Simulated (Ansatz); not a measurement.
## Ansatz (development build ahead of 0.2.0) run

```yaml
crystal:
  periodic: [false, false, false]
  atoms:
    - { symbol: C, position_ang: [0.0, 0.0, 0.636] }
    - { symbol: F, position_ang: [0.0, 0.0, -0.636] }
basis:
  gaussian: { orbitals: cc-pVDZ }
magnetization:
  spin_polarized: true
  initial_magnetization: 1
hamiltonian:
  xc: hf
correlation:
  method: ccsd_t
  frozen_orbitals: { C: 1, F: 1 }
```

The input is written out in the form of the current development build from the run's settings.

The run gave:

- Converged: yes
- Reference energy: -137.18009 hartree
- CCSD correlation energy: -0.28774 hartree
- Triples correction: -0.00706 hartree
- Total energy: -137.47489 hartree
- Spin squared of the determinant: 0.760
